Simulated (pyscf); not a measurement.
silylamine (H₂N–SiH₃) + ammonia (NH₃) → silylamine (H₂N–SiH₃) + ammonia (NH₃) (four-centre exchange; singlet surface; H–N, H–N broken, H–N, H–N formed). Optimised with ωB97X-D3(BJ)/def2-SVP in PySCF. MP2 and CC: frozen core, UHF for open shells. ΔMP2 is the change of the MP2 total energy from the triple- to the quadruple-zeta basis. Energies in eV from the separated reactants.

```
level                             barrier  reaction energy
--------------------------------  -------  ---------------
ωB97X-D3(BJ)/def2-TZVP               2.01             0.00
r²SCAN/def2-TZVP                     1.81             0.00
M06-2X/def2-TZVP                     1.99             0.00
HF/def2-TZVP                         2.71             0.00
MP2/def2-QZVPP                       1.96             0.00
CCSD/def2-TZVPP                      2.17             0.00
CCSD(T)/def2-TZVPP + ΔMP2(QZVPP)        …             0.00
```

**Question.** Some entries are withheld; supply them.

**Answer.** 
- CCSD(T)/def2-TZVPP + ΔMP2(QZVPP), barrier: 2.05

Of the functionals in the table, ωB97X-D3(BJ) is closest to CCSD(T)/def2-TZVPP + ΔMP2(QZVPP) in the barrier (0.04 eV apart) and r²SCAN least close (0.24 eV); that level has limits of its own. On the reactant side the descent ends in a complex, 0.22 eV under the separated species and 2.23 eV under the saddle at ωB97X-D3(BJ)/def2-TZVP. On the product side the descent ends in a complex (not fully relaxed), 0.22 eV under the separated species and 2.23 eV under the saddle at ωB97X-D3(BJ)/def2-TZVP. The same reactants have a lower exit, to H₂N–SiH₂–NH₂ + H₂ (barrier +1.44 eV at ωB97M-D3(BJ)/def2-TZVP, against +1.96 eV here). Another saddle between the same species, by other bonds, lies lower (1.32 eV against 1.96 eV at ωB97M-D3(BJ)/def2-TZVP). The CCSD(T) − MP2 part came from Ansatz, without density fitting, on the same reference.
